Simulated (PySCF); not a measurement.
**Electronic absorption of silicon dioxide**

Silicon dioxide, SiO2.
Cartesian coordinates in Å at the PBE0-D3(BJ)/def2-SVP level; atoms count from 1:
```
atom  x, y, z in Å
O1    -1.5085    0.1837   -0.0140
Si2    0.0077    0.1018   -0.0084
O3     1.5238    0.0198   -0.0028
```

Computed with PySCF 2.14.0, density-fitted response routines, TDDFT B3LYP/def2-SVPD, vertical, gas phase, core orbitals frozen in the response.

```tsv
state	E (eV)	E (hartree)	f	|μ| (D)	symmetry	main configurations (H = HOMO, L = LUMO)
S1	4.34	0.1595	0.0000	0.00	–	H-1/H→L (100%)
S2	4.34	0.1596	0.0000	0.00	–	H-1/H→L (100%)
S3	5.72	0.2103	0.070	1.79	Πu	H-3/H-2→L (99%)
S4	5.72	0.2103	0.070	1.79	Πu	H-3/H-2→L (99%)
S5	6.20	0.2280	0.052	1.49	Σu+	H-4→L (82%), H-1/H→L+1/L+2 (18%)
S6	6.99	0.2569	0.0000	0.00	–	H-1/H→L+1/L+2 (100%)
S7	7.16	0.2632	0.0000	0.00	–	H-1/H→L+1/L+2 (99%)
S8	7.16	0.2632	0.0000	0.00	–	H-1/H→L+1/L+2 (99%)
S9	7.85	0.2886	0.0000	0.00	–	H-5→L (82%), H-3/H-2→L+1/L+2 (17%)
```

Triplets, Tamm–Dancoff:

```tsv
state	E (eV)	λ (nm)	main configurations (H = HOMO, L = LUMO)
T1	3.92	316.6	H-1/H→L (99%)
T2	3.92	316.6	H-1/H→L (99%)
T3	4.85	255.6	H-3/H-2→L (98%)
T4	4.85	255.6	H-3/H-2→L (98%)
```

The lowest singlet level (S1/S2) comes at 286 nm (419 kJ/mol) in the ultraviolet; it is dark (f under 0.0005). The strongest level in the table is S3/S4 at 5.72 eV (217 nm, f = 0.139 summed). S1/S2, S3/S4 and S7/S8 lie within about 0.01 eV of each other in each set; the point group D∞h has degenerate representations, and within a degenerate level the listed configurations can mix freely. Löwdin shares by element: HOMO (one of a set within 0.03 eV) oxygen 84%, silicon 16%; LUMO silicon 58%, oxygen 42%. The oscillator strengths of these states sum to 0.191; summed over the whole spectrum of an exact calculation they would give the number of electrons, 30 (Thomas–Reiche–Kuhn). Weighted by f, the mean energy of these states is 5.85 eV. Of the 9 states listed, 3 reach f = 0.01 and 6 stay under 0.0005. No computed singlet lies in the visible range (380 to 750 nm); the lowest, at 286 nm, stands 1.08 eV above its violet end (3.26 eV). All these states lie below the vertical ionisation energy of 12.58 eV (ΔSCF). Symmetry labels in D∞h follow from the direction of the transition dipole and are given only for states with f of 0.002 or more. Orbitals of the list HOMO-3 to LUMO+2 that lie within 0.01 eV of each other are written together with a slash and their weights summed (≥ marks a lower bound); for degenerate orbitals outside that list single weights are arbitrary. Singlets were solved by full linear response, triplets in the Tamm–Dancoff approximation. The highest level found (8.06 eV, f 0.0000 so far) is left out, since the window may have cut off a degenerate partner.
